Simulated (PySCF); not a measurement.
Give a PBE0-D3(BJ)/def2-SVP geometry of `CC1=CC/1=C/Cl`.

Z-matrix in Å and degrees, rows numbered from 1:
```
C 
C   1  1.4676
C   2  1.3237  1  151.63
C   3  1.4359  2   62.61  1   179.81
C   4  1.3288  2  151.32  3   179.87
Cl  5  1.7457  4  120.98  2     0.16
H   1  1.1012  2  109.62  3   122.27
H   1  1.1013  2  109.57  3  -121.24
H   1  1.0981  2  112.12  3     0.48
H   3  1.0878  2  149.15  4   179.90
H   5  1.0892  4  124.23  2  -179.90
```

The C–C distances run from 1.324 Å (C2=C3, drawn double) to 1.468 Å (C1–C2, drawn single), a spread of 0.144 Å. The 6 heavy atoms lie in one plane (0.001 Å rms). The 3-membered ring C2–C3–C4 has internal angles of 54.9° to 62.6°.

Method used: PySCF, PBE0-D3(BJ)/def2-SVP geometry optimisation, gas phase.

Point group: Cs (tolerance 0.08 Å). No PBE0-D3(BJ)/def2-SVP frequencies stand behind this structure, so it isn't proved a minimum.

Hardware: one thread, x86-64 server, no GPU, on a shared host. Cost: 16 s. These figures are those of the optimisation.
